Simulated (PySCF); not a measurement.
# CH5Si (SMILES C[SiH2]) at 3 levels

Wanted: a comparison of 3 runs (U-wB97X-V/STO-3G, UPBE0/STO-3G, USVWN5/STO-3G) of CH5Si. Input form: a Python script.

The calculation is run with PySCF 2.14.0.

2 further runs of the same task are left out: 2 set aside as unsound or not needed.

### 1 The molecule

The species is CH5Si (7 atoms), meant as a doublet with charge 0. SMILES: `C[SiH2]`. The coordinates come from a PBE0-D4/def2-TZVP relaxation.

Bond lengths: C1–Si2 1.875 Å, C1–H3 1.094 Å, C1–H4 1.092 Å, C1–H5 1.092 Å, Si2–H6 1.491 Å, Si2–H7 1.490 Å. Angles: C1–Si2–H6 111.8°, C1–Si2–H7 111.8°, Si2–C1–H3 110.5°, Si2–C1–H4 110.8°, Si2–C1–H5 110.8°, H6–Si2–H7 109.5°, H3–C1–H4 108.1°, H3–C1–H5 108.2°, H4–C1–H5 108.3°.

### 2 A single-point energy at U-wB97X-V/STO-3G (run 1)

run.py

```python
from pyscf import gto, dft

mol = gto.M(
    atom='''
C     -0.231680    -1.517828     0.179902
Si     0.332970     1.955489     0.593374
H     -0.387016    -1.993472    -1.826609
H      1.321297    -2.614058     0.981713
H     -1.978732    -2.093250     1.113994
H     -1.798074     3.489190    -0.426511
H      2.741237     2.774118    -0.616051
''',
    unit='bohr',
    basis='sto-3g',
    spin=1,
    max_memory=1860,
    verbose=4,
)

mf = dft.UKS(mol)
mf.xc = 'wb97x-v'
mf.nlcgrids.level = 1
mf.conv_tol = 1e-10
mf.grids.level = 5
mf.kernel()
if not mf.converged:
    mf = mf.newton().run(mf.mo_coeff, mf.mo_occ)

energy = mf.e_tot
print('Final energy', energy)
```

Command:

```console
OMP_NUM_THREADS=1 python run.py
```

Standard output:

```text
PySCF version 2.14.0

[... 67 lines left out ...]
WARN: HOMO -0.0651196047085375 >= LUMO -0.0651196047085373
[... 42 lines left out ...]
converged SCF energy = -326.65618751381  <S^2> = 0.75039335  2S+1 = 2.0003933
Final energy -326.6561875138096
```

It took 24 s on 1 thread of Arm Neoverse V2, shared host; peak memory 0.21 GiB.

### 3 The energy at UPBE0/STO-3G (run 2)

calc.py

```python
from pyscf import gto, dft

molecule = gto.M(
    atom='''
C     -0.231680    -1.517828     0.179902
Si     0.332970     1.955489     0.593374
H     -0.387016    -1.993472    -1.826609
H      1.321297    -2.614058     0.981713
H     -1.978732    -2.093250     1.113994
H     -1.798074     3.489190    -0.426511
H      2.741237     2.774118    -0.616051
''',
    max_memory=1860,
    verbose=3,
    unit='bohr',
    basis='sto-3g',
    charge=0,
    spin=1,
)

mf = dft.UKS(molecule, xc='pbe0')
mf.conv_tol = 1e-10
mf.grids.level = 5
mf.kernel()
if not mf.converged:
    mf = mf.newton().run(mf.mo_coeff, mf.mo_occ)

e_final = mf.e_tot
print('Final energy', e_final)
```

Command:

```console
OMP_NUM_THREADS=1 python calc.py
```

Standard output:

```text
WARN: HOMO -0.0958031260465748 >= LUMO -0.0958031260465753

converged SCF energy = -326.542028750777  <S^2> = 0.75082311  2S+1 = 2.0008229
Final energy -326.5420287507765
```

Wall time 3.9 s (1 thread of Arm Neoverse V2, shared host); peak memory 0.21 GiB.

### 4 The energy at USVWN5/STO-3G (run 3)

run.py

```python
# C[SiH2]
from pyscf import gto, dft

mol = gto.Mole()
mol.atom = '''
C       -0.122600      -0.803200       0.095200
Si       0.176200       1.034800       0.314000
H       -0.204800      -1.054900      -0.966600
H        0.699200      -1.383300       0.519500
H       -1.047100      -1.107700       0.589500
H       -0.951500       1.846400      -0.225700
H        1.450600       1.468000      -0.326000
'''
mol.spin = 1
mol.verbose = 4
mol.basis = 'sto-3g'
mol.max_memory = 1860
mol.charge = 0
mol.build()

myscf = dft.UKS(mol, xc='svwn')
myscf.conv_tol = 1e-10
myscf.grids.level = 5
myscf.kernel()
if not myscf.converged:
    myscf = myscf.newton().run(myscf.mo_coeff, myscf.mo_occ)

energy = myscf.e_tot
print('E = %.10f Eh' % energy)
```

Command:

```console
OMP_NUM_THREADS=1 python run.py
```

Standard output:

```text
PySCF version 2.14.0

[... 95 lines left out ...]
converged SCF energy = -325.097587520896  <S^2> = 0.75067084  2S+1 = 2.0006707
E = -325.0975875209 Eh
```

Run time: 2.4 s. Hardware: 1 thread of Arm Neoverse V2, shared host; peak memory 0.15 GiB.

### 5 The series

```csv
run,level,nlc grid,energy (Eh),dipole moment (D),HOMO energy (eV),LUMO energy (eV),wall time
1,U-wB97X-V/STO-3G,1,-326.656188,0.42,-5.33,3.82,24 s
2,UPBE0/STO-3G,–,-326.542029,0.42,-3.00,1.76,3.9 s
3,USVWN5/STO-3G,–,-325.097588,0.28,-1.34,0.35,2.4 s
```

### 6 Summary of results

```
                                 quantity          value
                      run 3: total energy  -325.09759 Eh
                     run 3: dipole moment         0.28 D
run 3: HOMO energy (highest over α and β)       -1.34 eV
 run 3: LUMO energy (lowest over α and β)        0.35 eV
                              run 3: ⟨S²⟩          0.751
```

**Reading.** The dipole moment (its size) runs from 0.28 D (USVWN5/STO-3G) to 0.42 D (U-wB97X-V/STO-3G). Totals of different functionals can't be ranked against each other. In runs 1, 2, 3 the basis is minimal, so the values are rough. All runs together took 30 s, the longest 24 s.
